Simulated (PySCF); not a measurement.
**BF⁺ at UHF-MP2**

Level: UHF-MP2. B cc-pVTZ, F cc-pVTZ; no relativity (PySCF 2.14).

```
state                          : ²Σ⁺ (doublet), unpaired electrons σ ↑
bond length                    : 1.218 Å
harmonic wavenumber            : 1700 cm⁻¹
force constant                 : 11.9 mdyn/Å
rotational constant Be         : 1.630 cm⁻¹
anharmonicity ωexe             : 9.80 cm⁻¹
vibration–rotation constant αe : 0.0153 cm⁻¹
well depth De to B⁺ + F        : 5.65 eV
dissociation energy D0         : 5.55 eV
```

Correlated steps freeze 2 core orbitals. For an ion De counts to the pair picked by the measured ionisation energies or electron affinities, which need not be the lowest pair at this level. The state is the lowest determinant that a PBE0 search found; another state may lie lower at other levels.
